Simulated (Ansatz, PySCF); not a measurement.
Gas-phase enthalpy of formation at 298 K, by the atomisation route, of [CH]1C=C1 (SMILES; C3H3). Each molecule is optimised on its own at B3LYP-D3(BJ)/def2-TZVP (Ansatz, an electronic-structure program). Valence correlation only, unless marked. UHF or UKS for open shells. No spin-orbit coupling. No relativistic terms. CBS(X,Y): correlation extrapolated as X^-3; Hartree-Fock from the larger set. The bracket is a focal-point correction in the basis named. Thermal terms are rigid-rotor harmonic-oscillator values from B3LYP-D3(BJ) frequencies (PySCF) at 298.15 K and 1 atm. 1 Eh = 627.5095 kcal/mol.

| species | count | E, RI-MP2/CBS(cc-pVTZ,cc-pVQZ)+[CCSD(T)-MP2]/cc-pVTZ (Ansatz) (Eh) | E, PBE/def2-TZVPD (Ansatz) (Eh) | measured ΔHf at 0 K (kcal/mol) | H(298) - H(0) of the element (kcal/mol) |
|---|---|---|---|---|---|
| [CH]1C=C1 | 1 | -115.78523 | -115.84102 | - | - |
| C atom | 3 | -37.79136 | -37.79605 | 169.98 | 0.25 |
| H atom | 3 | -0.49995 | -0.49962 | 51.63 | 1.01 |

Molecule: zero-point energy 26.58, H(298) - H(0) 2.69 kcal/mol. The route leaves out scalar relativity and anharmonic zero-point terms, the atoms' spin-orbit terms, and in the frozen-core level the core correlation. Atomic data: G2/97 table in ASE.

Q: Work out De, D0 and ΔHf at 0 and 298 K at both levels, and their errors against the measured value.

A: 
The atoms' values sum to 664.83 (0 K) and 3.78 (thermal), in kcal/mol.
- RI-MP2/CBS(cc-pVTZ,cc-pVQZ)+[CCSD(T)-MP2]/cc-pVTZ: De = 571.85; D0 = 571.85 - 26.58 = 545.27; ΔHf(0 K) = 664.83 - 545.27 = 119.56; ΔHf(298 K) = 119.56 + 2.69 - 3.78 = 118.47; error +2.1.
- PBE/def2-TZVPD: De = 598.65; D0 = 598.65 - 26.58 = 572.07; ΔHf(0 K) = 664.83 - 572.07 = 92.76; ΔHf(298 K) = 92.76 + 2.69 - 3.78 = 91.67; error -24.7.
Measured: 116.4 kcal/mol (Active Thermochemical Tables 1.112 (ions: stationary electron), as tabulated in the package chemicals).
